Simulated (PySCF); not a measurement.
Species: monofluorosilane, FH3Si.
SMILES with atom numbers: `[F:1][SiH3:2]` (hydrogens: H3, H4, H5 on Si2)

Level: CAM-B3LYP/def2-SVPD in PySCF, non-relativistic, on one gas-phase PBE0-D3(BJ)/def2-SVP geometry that isn't relaxed in the solvent. The solvent is an IEF-PCM continuum (cavity from Bondi-type radii × 1.2), and excitations are vertical TDDFT with non-equilibrium linear response and a frozen core. The model holds no explicit solvent molecules, cavitation or dispersion.

Gas-phase singlets (H = HOMO, L = LUMO):

```tsv
state	E (eV)	λ (nm)	f	leading configurations
S1	8.089	153	0.005	H→L 95%
S2	8.092	153	0.005	H-1→L 95%
S3	9.429	131	0.137	H→L+1 94%
S4	9.432	131	0.138	H-1→L+1 94%
S5	9.459	131	0.000	H-1→L+2 49%, H→L+3 49%
```

Question: Give the list for chloroform (ε = 4.711), n² = 2.09.

Answer: 
```
state  E (eV)  λ (nm)      f  leading configurations  change by rank (eV)
   S1   8.063     154  0.009                 H→L 92%               -0.026
   S2   8.065     154  0.009               H-1→L 92%               -0.027
   S3   9.372     132  0.223               H→L+1 91%               -0.057
   S4   9.373     132  0.222             H-1→L+1 91%               -0.059
   S5   9.433     131  0.000  H-1→L+2 31%, H→L+3 31%               -0.026
```

Question: How do the frontier levels move from gas to chloroform?

Answer: 
| orbital | gas (eV) | solvent (eV) | change (eV) | Löwdin shares, gas | Löwdin shares, solvent |
| --- | --- | --- | --- | --- | --- |
| LUMO+2 | 2.23 | 2.39 | +0.16 | Si2 57 %, H3 17 %, H5 14 %, H4 7 % | Si2 57 %, H5 15 %, H4 15 %, H3 6 % |
| LUMO+1 | 1.33 | 1.51 | +0.18 | Si2 62 %, H3 11 %, H5 11 %, H4 11 % | Si2 60 %, H4 12 %, H3 12 %, H5 12 % |
| LUMO | 0.77 | 0.89 | +0.12 | Si2 51 %, F1 13 %, H3 12 %, H5 12 % | Si2 51 %, F1 14 %, H4 11 %, H3 11 % |
| HOMO | -11.27 | -11.13 | +0.14 | Si2 36 %, H4 30 %, F1 15 %, H5 13 % | Si2 37 %, H4 27 %, H3 20 %, F1 14 % |
| HOMO-1 | -11.27 | -11.13 | +0.14 | Si2 36 %, H3 27 %, H5 19 %, F1 15 % | Si2 37 %, H5 30 %, F1 14 %, H3 13 % |
| HOMO-2 | -14.26 | -14.32 | -0.06 | F1 82 %, Si2 12 % | F1 83 %, Si2 11 % |
| HOMO-3 | -14.26 | -14.32 | -0.06 | F1 82 %, Si2 12 % | F1 83 %, Si2 11 % |

The HOMO–LUMO gap goes from 12.04 to 12.02 eV. Shares within a degenerate set are those of one arbitrary member.

Hardware: Arm Neoverse V2, one thread, shared host with 32 logical CPUs at a one-minute load of 9.8. Cost: 1.4 s wall, 0.33 GiB resident at most. This is the whole response run at CAM-B3LYP/def2-SVPD in chloroform, SCF included.
